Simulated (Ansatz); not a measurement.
System (SMILES): [CH2]Cl (CH2-Cl), doublet.
Atoms: C1, Cl2, H3, H4. Bonds: C1-Cl2, C1-H3, C1-H4.

Basis-set convergence of the optimised C1-H3 bond length at MP2 with Ansatz (a program for electronic structure). The reference of a correlated method is not its basis-set limit, which lies further on. Cartesian d functions, on some or all atoms, in 6-311G**, 6-311+G**; all else is spherical. Cores are frozen. Open shells are unrestricted. No added dispersion term, no relativity. Reference: the value in def2-QZVPP, 1.0719 Å, itself unsure by roughly 0.0001 Å (its distance from cc-pV(Q+d)Z). Deviations are taken from unrounded values.

```
basis            functions  optimised C1-H3 bond length (Å)
---------------  ---------  -------------------------------
cc-pV(D+d)Z             47                           1.0884
aug-cc-pV(D+d)Z         73                           1.0859
6-311G**                57                           1.0768
6-311+G**               65                           1.0771
cc-pV(T+d)Z             97                           1.0728
aug-cc-pV(T+d)Z        147                           1.0732
def2-TZVPP             101                           1.0724
def2-TZVPPD            122                           1.0728
```

What the diffuse functions change, pair by pair:
- cc-pV(D+d)Z to aug-cc-pV(D+d)Z: 26 more functions, deviation 0.0165 to 0.0140 Å
- 6-311G** to 6-311+G**: 8 more functions, deviation 0.0049 to 0.0052 Å
- cc-pV(T+d)Z to aug-cc-pV(T+d)Z: 50 more functions, deviation 0.0009 to 0.0013 Å
- def2-TZVPP to def2-TZVPPD: 21 more functions, deviation 0.0005 to 0.0009 Å

They bring the value nearer the reference by more than 0.0001 Å in 1 of 4 pairs.
